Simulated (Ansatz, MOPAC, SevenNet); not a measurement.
## How well does each level of theory give the lattice constant a of fluorite CdF₂?

Reference value: 5.388 Å (measured, temperature not stated, copied from a table, unchecked, not corrected to a static lattice; as tabulated in Crystal Structures 1, 239 (1963)).

### Question
What do PM7 semi-empirical Hartree-Fock (MOPAC), SevenNet-0, LDA, PBE, PBE-D3(BJ), PBE-D4, r²SCAN, HSE06, PBE0 give, and how far is each from the reference?

### Answer

```
level (code)                                     value (Å)  difference (%)
-----------------------------------------------  ---------  --------------
PM7 semi-empirical Hartree-Fock (MOPAC) (MOPAC)      5.343           -0.84
SevenNet-0 (SevenNet)                                5.483           +1.76
LDA (Ansatz)                                         5.297           -1.69
PBE (Ansatz)                                         5.481           +1.73
PBE-D3(BJ) (Ansatz)                                  5.445           +1.06
PBE-D4 (Ansatz)                                      5.445           +1.06
r²SCAN (Ansatz)                                      5.388            0.00
HSE06 (Ansatz)                                       5.418           +0.56
PBE0 (Ansatz)                                        5.413           +0.46
```

The reference's temperature isn't stated, so close values are not ranked against it. Off by more than 1.25 % (a bound picked here): SevenNet-0 (+1.76 %), LDA (-1.69 %), PBE (+1.73 %).

The measured value isn't corrected to a static lattice, so vibrations enter the comparison. A static lattice is as a rule a little smaller than the measured one.  PM7 semi-empirical Hartree-Fock (MOPAC): the method was fitted mainly to molecules. PM7 semi-empirical Hartree-Fock (MOPAC): the run uses a supercell at the zone centre in place of a k mesh. Cutoffs and k meshes differ between the levels. Ansatz's density-functional and Hartree–Fock values are scalar-relativistic unless marked +SOC, with PAW data made under PBE.

Machine-learned potentials (SevenNet-0) are trained on DFT data, which may include these solids.

Differences are worked out from the printed values.

Ansatz is a first-principles code.
